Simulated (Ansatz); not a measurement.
Predict the output of the script below (the Ansatz DFT code, driven from Python).

`alo_opt.py`
```python
"""Relax the AlO molecule."""

import argparse

import ansatz
import numpy as np

parser = argparse.ArgumentParser(description="Relax the AlO molecule.")
parser.add_argument("--basis", required=True, help="basis")
parser.add_argument("--functional", required=True, help="exchange-correlation functional")
args = parser.parse_args()

GEOMETRY = """
Al    0.00000    0.00000    0.00000
O     0.00000    0.00000    1.79500
"""


def main() -> None:
    geometry = ansatz.Crystal.molecule()
    for line in GEOMETRY.strip().splitlines():
        symbol, *xyz = line.split()
        geometry = geometry.atom(symbol, [float(v) for v in xyz])

    calculation = (
        geometry.calculation()
        .basis(gaussian=args.basis)
        .functional(args.functional)
        .spin("collinear", total=1)
    )
    symbols = [site.symbol for site in geometry.cartesian_sites]
    start = np.array([site.position_ang for site in geometry.cartesian_sites], dtype=float)
    def progress(event):
        if event["event"] == "relax_step":
            row = event["data"]
            print(f"step {row['step']:3d}  E = {row['lagrangian_ev']:.6f} eV  max force {row['allowed_force_max_ev_ang']:.4f} eV/A")


    report = calculation.relax(force_tolerance=0.02, max_steps=100).session().plan().execute(on_event=progress).report
    end = np.array(report["positions_ang"])

    print("reference energy %16.6f eV" % report["reference_energy_ev"])
    print("total energy     %16.6f eV" % report["free_energy_ev"])
    print("occupied (up, down):", report["n_occupied"], " virtual:", report["n_virtual"], " frozen:", report["n_frozen"])

    print("bond        before    after (A)")
    for i, j in [(0, 1)]:
        d0, d1 = (np.linalg.norm(xyz[i] - xyz[j]) for xyz in (start, end))
        print(f"{symbols[i]}{i}-{symbols[j]}{j}".ljust(10), f"{d0:8.4f} {d1:8.4f}")
    with open("alo_opt.xyz", "w") as handle:
        handle.write(f"{len(symbols)}\nrelaxed AlO\n")
        handle.writelines(f"{s:2s} {x:11.6f} {y:11.6f} {z:11.6f}\n" for s, (x, y, z) in zip(symbols, end))


if __name__ == "__main__":
    main()
```

Running `python alo_opt.py --basis cc-pVDZ --functional r2scan` prints:
```text
step   1  E = -8640.606641 eV  max force 3.0827 eV/A
step   2  E = -8640.782788 eV  max force 1.8983 eV/A
step   3  E = -8640.841910 eV  max force 0.9665 eV/A
step   4  E = -8640.854767 eV  max force 0.0153 eV/A
reference energy     -8640.854780 eV
total energy         -8640.854780 eV
occupied (up, down): [11, 10]  virtual: [21, 22]  frozen: 0
bond        before    after (A)
Al0-O1       1.7950   1.6544
```

File `alo_opt.xyz` afterwards:
```text
2
relaxed AlO
Al    0.000000    0.000000    0.070311
O    -0.000000   -0.000000    1.724689
```

What to keep in mind:
- Total energies depend on the basis set; only differences at equal settings carry meaning.
- The end point is the stationary point reached from this start; no frequency run checks that it is a minimum, and the basis set is modest.
- The species is open-shell (spin multiplicity 2).
- The spin state was assumed, and another may lie lower.
- Finished in 5.3 s on 1 thread of Intel(R) Xeon(R) Gold 6455B (Sapphire Rapids), with other jobs on the host, peak memory 0.2 GiB.

(A comment or docstring line of the script was reworded after the run, the code is as it ran; lines on the test bed's own set-up are left out of the output.)
